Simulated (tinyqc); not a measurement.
Worked calculation (part 1 of 2): G0W0 on RHF in the sto-3g basis, for H2O, spin multiplicity 1. Computed by tinyqc, a small Python program that keeps every step (integrals from PySCF). Settings: charge = 0, multiplicity = 1, basis = sto-3g, method = RHF, energy threshold = 1e-10, iteration cap = 82, orthogonalisation = canonical, start = Wolfsberg-Helmholz matrix, DIIS depth = 6. Command: `OMP_NUM_THREADS=1 python tinyqc.py 27101 27102 out.jsonl` (the two numbers bound the seeds that draw the settings). One thread of a shared host (Intel(R) Xeon(R) Processor @ 2.60GHz), about 0.06 s of CPU time with the checks. Later iterations appear only in the table of the cycle.

## One-electron integrals

Geometry (angstrom):
```
atom        x         y        z
O     0.00000   0.00000  0.00000
H     0.00000   0.72800  0.58900
H     0.00000  -0.78300  0.63300
```

Basis sto-3g: exponents (1/bohr^2) and contraction coefficients of normalised primitives:
```
element  l (shell)   exponent  coefficient
O            s (1)  130.70932      0.15433
O            s (1)   23.80886      0.53533
O            s (1)    6.44361      0.44463
O            s (2)    5.03315     -0.09997
O            s (2)    1.16960      0.39951
O            s (2)    0.38039      0.70012
O            p (3)    5.03315      0.15592
O            p (3)    1.16960      0.60768
O            p (3)    0.38039      0.39196
H            s (1)    3.42525      0.15433
H            s (1)    0.62391      0.53533
H            s (1)    0.16886      0.44463
```

Overlap, kinetic and nuclear-attraction integrals over the contracted functions; the nuclear repulsion is the sum of Za Zb / Rab.

nuclear repulsion = 9.0754151 hartree

overlap S, order 1O 1s, 1O 2s, 1O 2px, 1O 2py, 1O 2pz, 2H 1s, 3H 1s:
```
[[1.00000, 0.23670, 0.00000, 0.00000, 0.00000, 0.05670, 0.04796],
 [0.23670, 1.00000, 0.00000, 0.00000, 0.00000, 0.48853, 0.44279],
 [0.00000, 0.00000, 1.00000, 0.00000, 0.00000, 0.00000, 0.00000],
 [0.00000, 0.00000, 0.00000, 1.00000, 0.00000, 0.31141, -0.29217],
 [0.00000, 0.00000, 0.00000, 0.00000, 1.00000, 0.25195, 0.23619],
 [0.05670, 0.48853, 0.00000, 0.31141, 0.25195, 1.00000, 0.25254],
 [0.04796, 0.44279, 0.00000, -0.29217, 0.23619, 0.25254, 1.00000]]
```

kinetic energy T (hartree), order 1O 1s, 1O 2s, 1O 2px, 1O 2py, 1O 2pz, 2H 1s, 3H 1s:
```
[[29.00320, -0.16801, 0.00000, 0.00000, 0.00000, -0.00096, -0.00547],
 [-0.16801, 0.80813, 0.00000, 0.00000, 0.00000, 0.13883, 0.10606],
 [0.00000, 0.00000, 2.52873, 0.00000, 0.00000, 0.00000, 0.00000],
 [0.00000, 0.00000, 0.00000, 2.52873, 0.00000, 0.23363, -0.19246],
 [0.00000, 0.00000, 0.00000, 0.00000, 2.52873, 0.18902, 0.15559],
 [-0.00096, 0.13883, 0.00000, 0.23363, 0.18902, 0.76003, 0.00867],
 [-0.00547, 0.10606, 0.00000, -0.19246, 0.15559, 0.00867, 0.76003]]
```

nuclear attraction V (hartree), order 1O 1s, 1O 2s, 1O 2px, 1O 2py, 1O 2pz, 2H 1s, 3H 1s:
```
[[-61.70912, -7.44124, 0.00000, -0.00170, -0.01902, -1.83594, -1.54869],
 [-7.44124, -10.12900, 0.00000, -0.01666, -0.22450, -4.00616, -3.55072],
 [0.00000, 0.00000, -9.97491, 0.00000, 0.00000, 0.00000, 0.00000],
 [-0.00170, -0.01666, 0.00000, -10.12154, -0.00970, -2.27779, 2.07068],
 [-0.01902, -0.22450, 0.00000, -0.00970, -10.07082, -1.91747, -1.74631],
 [-1.83594, -4.00616, 0.00000, -2.27779, -1.91747, -5.91781, -1.60098],
 [-1.54869, -3.55072, 0.00000, 2.07068, -1.74631, -1.60098, -5.65411]]
```

core Hamiltonian H = T + V (hartree), order 1O 1s, 1O 2s, 1O 2px, 1O 2py, 1O 2pz, 2H 1s, 3H 1s:
```
[[-32.70592, -7.60926, 0.00000, -0.00170, -0.01902, -1.83689, -1.55415],
 [-7.60926, -9.32087, 0.00000, -0.01666, -0.22450, -3.86733, -3.44466],
 [0.00000, 0.00000, -7.44618, 0.00000, 0.00000, 0.00000, 0.00000],
 [-0.00170, -0.01666, 0.00000, -7.59281, -0.00970, -2.04416, 1.87822],
 [-0.01902, -0.22450, 0.00000, -0.00970, -7.54209, -1.72845, -1.59072],
 [-1.83689, -3.86733, 0.00000, -2.04416, -1.72845, -5.15778, -1.59231],
 [-1.55415, -3.44466, 0.00000, 1.87822, -1.59072, -1.59231, -4.89408]]
```

## Two-electron integrals

Functions are numbered as in S; the eight-fold symmetry (ij|kl) = (ji|kl) = (kl|ij) leaves the list below.

Two-electron integrals (ij|kl) in chemists' order, unique and non-zero (hartree):
```
(11|11) 4.78507    (21|11) 0.74138    (21|21) 0.13687    (22|11) 1.11895
(22|21) 0.25663    (22|22) 0.81721    (31|31) 0.02448    (32|31) 0.03781
(32|32) 0.18052    (33|11) 1.11581    (33|21) 0.25668    (33|22) 0.81702
(33|33) 0.88016    (41|41) 0.02448    (42|41) 0.03781    (42|42) 0.18052
(43|43) 0.04744    (44|11) 1.11581    (44|21) 0.25668    (44|22) 0.81702
(44|33) 0.78527    (44|44) 0.88016    (51|51) 0.02448    (52|51) 0.03781
(52|52) 0.18052    (53|53) 0.04744    (54|54) 0.04744    (55|11) 1.11581
(55|21) 0.25668    (55|22) 0.81702    (55|33) 0.78527    (55|44) 0.78527
(55|55) 0.88016    (61|11) 0.18058    (61|21) 0.03303    (61|22) 0.06147
(61|33) 0.06135    (61|41) 0.00118    (61|42) 0.00220    (61|44) 0.06157
(61|51) 0.00095    (61|52) 0.00178    (61|54) 0.00017    (61|55) 0.06149
(61|61) 0.00808    (62|11) 0.41829    (62|21) 0.09704    (62|22) 0.33969
(62|33) 0.33411    (62|41) 0.00563    (62|42) 0.04212    (62|44) 0.34404
(62|51) 0.00455    (62|52) 0.03408    (62|54) 0.00804    (62|55) 0.34061
(62|61) 0.02384    (62|62) 0.17156    (63|31) 0.01041    (63|32) 0.05965
(63|43) 0.00886    (63|53) 0.00717    (63|63) 0.02511    (64|11) 0.22708
(64|21) 0.05339    (64|22) 0.19963    (64|33) 0.19048    (64|41) 0.01314
(64|42) 0.08327    (64|44) 0.21395    (64|51) 0.00221    (64|52) 0.01911
(64|54) 0.01183    (64|55) 0.19425    (64|61) 0.01372    (64|62) 0.12247
(64|64) 0.11159    (65|11) 0.18372    (65|21) 0.04320    (65|22) 0.16152
(65|33) 0.15411    (65|41) 0.00221    (65|42) 0.01911    (65|44) 0.15877
(65|51) 0.01219    (65|52) 0.07511    (65|54) 0.01263    (65|55) 0.17149
(65|61) 0.01110    (65|62) 0.09909    (65|64) 0.06996    (65|65) 0.08172
(66|11) 0.54198    (66|21) 0.12778    (66|22) 0.51080    (66|33) 0.48997
(66|41) 0.01002    (66|42) 0.10167    (66|44) 0.52737    (66|51) 0.00811
(66|52) 0.08226    (66|54) 0.03025    (66|55) 0.51445    (66|61) 0.03170
(66|62) 0.31770    (66|64) 0.25919    (66|65) 0.20970    (66|66) 0.77461
(71|11) 0.15242    (71|21) 0.02790    (71|22) 0.05198    (71|33) 0.05188
(71|41) -0.00100   (71|42) -0.00187   (71|44) 0.05207    (71|51) 0.00081
(71|52) 0.00152    (71|54) -0.00015   (71|55) 0.05200    (71|61) 0.00672
(71|62) 0.01955    (71|64) 0.01023    (71|65) 0.00911    (71|66) 0.02569
(71|71) 0.00576    (72|11) 0.37019    (72|21) 0.08597    (72|22) 0.30301
(72|33) 0.29787    (72|41) -0.00502   (72|42) -0.03831   (72|44) 0.30703
(72|51) 0.00406    (72|52) 0.03097    (72|54) -0.00740   (72|55) 0.30386
(72|61) 0.02048    (72|62) 0.12666    (72|64) 0.06163    (72|65) 0.07152
(72|66) 0.19622    (72|71) 0.01787    (72|72) 0.13902    (73|31) 0.00900
(73|32) 0.05238    (73|43) -0.00796   (73|53) 0.00644    (73|63) 0.01774
(73|73) 0.01983    (74|11) -0.20712   (74|21) -0.04872   (74|22) -0.18337
(74|33) -0.17505   (74|41) 0.01150    (74|42) 0.07434    (74|44) -0.19632
(74|51) -0.00202   (74|52) -0.01775   (74|54) 0.01076    (74|55) -0.17854
(74|61) -0.01107   (74|62) -0.06434   (74|64) -0.01399   (74|65) -0.03544
(74|66) -0.08753   (74|71) -0.01057   (74|72) -0.10219   (74|74) 0.09408
(75|11) 0.16744    (75|21) 0.03939    (75|22) 0.14824    (75|33) 0.14152
(75|41) -0.00202   (75|42) -0.01775   (75|44) 0.14584    (75|51) 0.01063
(75|52) 0.06673    (75|54) -0.01146   (75|55) 0.15721    (75|61) 0.00980
(75|62) 0.07292    (75|64) 0.03470    (75|65) 0.05829    (75|66) 0.12408
(75|71) 0.00855    (75|72) 0.08261    (75|74) -0.06003   (75|75) 0.06836
(76|11) 0.15867    (76|21) 0.03717    (76|22) 0.14148    (76|33) 0.13815
(76|41) -0.00005   (76|42) -0.00063   (76|44) 0.14083    (76|51) 0.00276
(76|52) 0.02466    (76|54) -0.00018   (76|55) 0.14530    (76|61) 0.00904
(76|62) 0.07089    (76|64) 0.04318    (76|65) 0.04615    (76|66) 0.13496
(76|71) 0.00765    (76|72) 0.06463    (76|74) -0.04125   (76|75) 0.04305
(76|76) 0.03610    (77|11) 0.50926    (77|21) 0.12018    (77|22) 0.48574
(77|33) 0.46608    (77|41) -0.00910   (77|42) -0.09574   (77|44) 0.50137
(77|51) 0.00736    (77|52) 0.07740    (77|54) -0.02853   (77|55) 0.48915
(77|61) 0.02857    (77|62) 0.20941    (77|64) 0.08942    (77|65) 0.12971
(77|66) 0.34341    (77|71) 0.02520    (77|72) 0.28026    (77|74) -0.23520
(77|75) 0.19014    (77|76) 0.13496    (77|77) 0.77461
```

## Orthogonalisation

S = U s U^T; canonical form X = U s^(-1/2), so that X^T S X = 1. Each column of U has its largest component positive (the first on a tie).

eigenvalues of S: [0.34380, 0.43582, 0.88386, 1.00000, 1.09620, 1.31811, 1.92221]

X, order 1O 1s, 1O 2s, 1O 2px, 1O 2py, 1O 2pz, 2H 1s, 3H 1s:
```
[[-0.29225, 0.09826, 0.75559, 0.00000, -0.61783, -0.00402, 0.15020],
 [1.13527, -0.28774, -0.30260, 0.00000, -0.30650, -0.00995, 0.41857],
 [0.00000, 0.00000, 0.00000, 1.00000, 0.00000, 0.00000, 0.00000],
 [0.27779, 0.87227, -0.00251, 0.00000, 0.01341, 0.69740, 0.01732],
 [0.53629, -0.14117, 0.64891, 0.00000, 0.63633, -0.01316, 0.19905],
 [-0.99120, -0.63171, -0.14916, 0.00000, 0.12360, 0.34775, 0.39008],
 [-0.43259, 1.01105, -0.15998, 0.00000, 0.12732, -0.38867, 0.36110]]
```

## Starting guess

The start is the generalised Wolfsberg-Helmholz matrix (K = 1.75) built on H; D = 2 C_occ C_occ^T.

D at the start, order 1O 1s, 1O 2s, 1O 2px, 1O 2py, 1O 2pz, 2H 1s, 3H 1s:
```
[[2.06150, -0.24283, 0.00000, 0.01023, 0.11703, -0.15191, -0.13339],
 [-0.24283, 1.12377, 0.00000, -0.04200, -0.42735, 0.36669, 0.32991],
 [0.00000, 0.00000, 2.00000, 0.00000, 0.00000, 0.00000, 0.00000],
 [0.01023, -0.04200, 0.00000, 1.38552, -0.01391, 0.37189, -0.38755],
 [0.11703, -0.42735, 0.00000, -0.01391, 1.81994, 0.12426, 0.11344],
 [-0.15191, 0.36669, 0.00000, 0.37189, 0.12426, 0.27471, 0.04351],
 [-0.13339, 0.32991, 0.00000, -0.38755, 0.11344, 0.04351, 0.23285]]
```

## Iteration 1: building the Fock matrix

J_ij = sum D_kl (ij|kl), K_ij = sum D_kl (ik|jl); F = H + J - 0.5 K; E = tr D H + tr D J / 2 - 0.25 tr D K + E_nn.

Coulomb J (hartree), order 1O 1s, 1O 2s, 1O 2px, 1O 2py, 1O 2pz, 2H 1s, 3H 1s:
```
[[17.71995, 3.36031, 0.00000, -0.00037, -0.00825, 0.81041, 0.68480],
 [3.36031, 8.40003, 0.00000, 0.00168, 0.00359, 3.45124, 3.07383],
 [0.00000, 0.00000, 8.38319, 0.00000, 0.00000, 0.00000, 0.00000],
 [-0.00037, 0.00168, 0.00000, 8.39291, 0.00233, 2.01303, -1.84461],
 [-0.00825, 0.00359, 0.00000, 0.00233, 8.40086, 1.63523, 1.49824],
 [0.81041, 3.45124, 0.00000, 2.01303, 1.63523, 5.18992, 1.43032],
 [0.68480, 3.07383, 0.00000, -1.84461, 1.49824, 1.43032, 4.93231]]
```

exchange K (hartree), order 1O 1s, 1O 2s, 1O 2px, 1O 2py, 1O 2pz, 2H 1s, 3H 1s:
```
[[9.73891, 1.71003, 0.00000, 0.00054, 0.01094, 0.42323, 0.35839],
 [1.71003, 2.57924, 0.00000, -0.00380, -0.10775, 1.20933, 1.08812],
 [0.00000, 0.00000, 2.24917, 0.00000, 0.00000, 0.00000, 0.00000],
 [0.00054, -0.00380, 0.00000, 2.10675, 0.00270, 0.66930, -0.63128],
 [0.01094, -0.10775, 0.00000, 0.00270, 2.22999, 0.49873, 0.45988],
 [0.42323, 1.20933, 0.00000, 0.66930, 0.49873, 1.17993, 0.47812],
 [0.35839, 1.08812, 0.00000, -0.63128, 0.45988, 0.47812, 1.02603]]
```

Fock matrix F (hartree), order 1O 1s, 1O 2s, 1O 2px, 1O 2py, 1O 2pz, 2H 1s, 3H 1s:
```
[[-19.85543, -5.10396, 0.00000, -0.00234, -0.03274, -1.23810, -1.04855],
 [-5.10396, -2.21045, 0.00000, -0.01309, -0.16703, -1.02075, -0.91488],
 [0.00000, 0.00000, -0.18757, 0.00000, 0.00000, 0.00000, 0.00000],
 [-0.00234, -0.01309, 0.00000, -0.25327, -0.00872, -0.36579, 0.34925],
 [-0.03274, -0.16703, 0.00000, -0.00872, -0.25622, -0.34258, -0.32241],
 [-1.23810, -1.02075, 0.00000, -0.36579, -0.34258, -0.55782, -0.40104],
 [-1.04855, -0.91488, 0.00000, 0.34925, -0.32241, -0.40104, -0.47478]]
```

total energy of this density = -74.6440579 hartree

## Iteration 1: diagonalisation and new density

Diagonalise F' = X^T F X, C = X C', fill 5 alpha and 5 beta electrons from the bottom; D = 2 C_occ C_occ^T. Each column has its largest component positive (the first on a tie).

F' = X^T F X (hartree):
```
[[0.40914, 0.18046, 1.36173, 0.00000, -1.09047, 0.02950, 0.19595],
 [0.18046, 0.67275, -0.57935, 0.00000, 0.50842, 0.09848, -0.12728],
 [1.36173, -0.57935, -8.83713, 0.00000, 8.84313, 0.06571, -3.72004],
 [0.00000, 0.00000, 0.00000, -0.18757, 0.00000, 0.00000, 0.00000],
 [-1.09047, 0.50842, 8.84313, 0.00000, -9.36494, -0.07413, 3.96346],
 [0.02950, 0.09848, 0.06571, 0.00000, -0.07413, -0.52140, 0.02839],
 [0.19595, -0.12728, -3.72004, 0.00000, 3.96346, 0.02839, -2.74580]]
```

orbital energies (hartree): [-19.86588, -1.10591, -0.52905, -0.27903, -0.18757, 0.61266, 0.77983]

coefficients C, order 1O 1s, 1O 2s, 1O 2px, 1O 2py, 1O 2pz, 2H 1s, 3H 1s:
```
[[0.99359, -0.21467, 0.00560, 0.11674, 0.00000, 0.14242, 0.05499],
 [0.02889, 0.72677, -0.03318, -0.54892, 0.00000, -0.87465, -0.36875],
 [0.00000, 0.00000, 0.00000, 0.00000, 1.00000, 0.00000, 0.00000],
 [0.00057, 0.01186, 0.62320, -0.00193, 0.00000, 0.30454, -0.91849],
 [0.00496, 0.16853, 0.00242, 0.80967, 0.00000, -0.65536, -0.24459],
 [-0.00716, 0.24442, 0.42425, 0.19677, 0.00000, 0.49529, 1.08090],
 [-0.00609, 0.21402, -0.44672, 0.20572, 0.00000, 0.98921, -0.51611]]
```

D after iteration 1, order 1O 1s, 1O 2s, 1O 2px, 1O 2py, 1O 2pz, 2H 1s, 3H 1s:
```
[[2.09393, -0.38317, 0.00000, 0.00257, 0.12658, -0.06848, -0.06095],
 [-0.38317, 1.66288, 0.00000, -0.02196, -0.64379, 0.11068, 0.11453],
 [0.00000, 0.00000, 2.00000, 0.00000, 0.00000, 0.00000, 0.00000],
 [0.00257, -0.02196, 0.00000, 0.77703, 0.00390, 0.53381, -0.55251],
 [0.12658, -0.64379, 0.00000, 0.00390, 1.36801, 0.40301, 0.40306],
 [-0.06848, 0.11068, 0.00000, 0.53381, 0.40301, 0.55700, -0.19337],
 [-0.06095, 0.11453, 0.00000, -0.55251, 0.40306, -0.19337, 0.57544]]
```

## Iteration 8 (converged): orbitals

converged F (hartree), order 1O 1s, 1O 2s, 1O 2px, 1O 2py, 1O 2pz, 2H 1s, 3H 1s:
```
[[-20.23813, -5.16359, 0.00000, -0.00160, -0.02919, -1.25531, -1.06349],
 [-5.16359, -2.44409, 0.00000, -0.01887, -0.12422, -1.05988, -0.94456],
 [0.00000, 0.00000, -0.39241, 0.00000, 0.00000, 0.00000, 0.00000],
 [-0.00160, -0.01887, 0.00000, -0.30802, -0.01928, -0.39862, 0.37577],
 [-0.02919, -0.12422, 0.00000, -0.01928, -0.34627, -0.38201, -0.36235],
 [-1.25531, -1.05988, 0.00000, -0.39862, -0.38201, -0.61035, -0.38666],
 [-1.06349, -0.94456, 0.00000, 0.37577, -0.36235, -0.38666, -0.51770]]
```

As before.

F' = X^T F X (hartree):
```
[[0.25722, 0.19998, 1.51138, 0.00000, -1.05447, 0.03258, 0.12023],
 [0.19998, 0.62497, -0.62949, 0.00000, 0.49671, 0.11892, -0.10951],
 [1.51138, -0.62949, -9.08555, 0.00000, 8.94497, 0.06607, -3.76093],
 [0.00000, 0.00000, 0.00000, -0.39241, 0.00000, 0.00000, 0.00000],
 [-1.05447, 0.49671, 8.94497, 0.00000, -9.61514, -0.07866, 4.03131],
 [0.03258, 0.11892, 0.06607, 0.00000, -0.07866, -0.59482, 0.02201],
 [0.12023, -0.10951, -3.76093, 0.00000, 4.03131, 0.02201, -2.84616]]
```

orbital energies (hartree): [-20.24689, -1.26533, -0.60630, -0.45683, -0.39241, 0.58595, 0.72993]

coefficients C, order 1O 1s, 1O 2s, 1O 2px, 1O 2py, 1O 2pz, 2H 1s, 3H 1s:
```
[[0.99417, -0.23305, 0.01180, 0.10351, 0.00000, 0.12314, 0.03969],
 [0.02627, 0.83712, -0.06428, -0.53696, 0.00000, -0.80870, -0.29075],
 [0.00000, 0.00000, 0.00000, 0.00000, 1.00000, 0.00000, 0.00000],
 [0.00048, 0.01859, 0.60933, -0.02638, 0.00000, 0.25153, -0.94302],
 [0.00430, 0.12780, 0.03751, 0.76532, 0.00000, -0.72327, -0.21622],
 [-0.00627, 0.17063, 0.44860, 0.26049, 0.00000, 0.55287, 1.04319],
 [-0.00535, 0.14370, -0.44351, 0.31157, 0.00000, 0.94545, -0.56947]]
```

D after iteration 8, order 1O 1s, 1O 2s, 1O 2px, 1O 2py, 1O 2pz, 2H 1s, 3H 1s:
```
[[2.10707, -0.45062, 0.00000, 0.00121, 0.10830, -0.02749, -0.02358],
 [-0.45062, 1.98782, 0.00000, -0.01886, -0.61251, -0.05207, -0.03726],
 [0.00000, 0.00000, 2.00000, 0.00000, 0.00000, 0.00000, 0.00000],
 [0.00121, -0.01886, 0.00000, 0.74464, 0.01008, 0.53928, -0.55159],
 [0.10830, -0.61251, 0.00000, 0.01008, 1.20693, 0.47592, 0.48031],
 [-0.02749, -0.05207, 0.00000, 0.53928, 0.47592, 0.59649, -0.18649],
 [-0.02358, -0.03726, 0.00000, -0.55159, 0.48031, -0.18649, 0.62892]]
```

## Convergence

Stop when the energy changes by less than 1e-10 hartree and every element of the error matrix X^T (F D S - S D F) X is below 3e-06.

Course of the cycle:
```
iteration  E (hartree)     change  largest element of the error matrix
1          -74.6440579          -                             6.55e-01
2          -74.9428039  -2.99e-01                             1.52e-01
3          -74.9604914  -1.77e-02                             3.28e-02
4          -74.9616727  -1.18e-03                             5.66e-03
5          -74.9617316  -5.89e-05                             6.64e-04
6          -74.9617325  -9.22e-07                             2.45e-05
7          -74.9617325  -9.89e-10                             5.16e-06
8          -74.9617325  -7.47e-11                             6.17e-07
```

PySCF RHF in the same basis = -74.9617325 hartree

Converged in 8 iterations.

## Populations, bond orders and dipole

Mulliken: Z minus the diagonal of D S on the atom; Loewdin: the same with S^(1/2) D S^(1/2); Mayer order: 2 sum_s sum (D(s) S)_ij (D(s) S)_ji over the two atoms.

Charges (e):
```
atom  Mulliken   Loewdin
1O    -0.35096  -0.24366
2H     0.18975   0.12885
3H     0.16121   0.11480
```

Mayer bond orders:
```
pair    order
2-1   0.95367
3-1   0.96369
3-2   0.01032
```

dipole moment about the origin, x y z (debye): [0.00000, 0.04004, 1.72340]
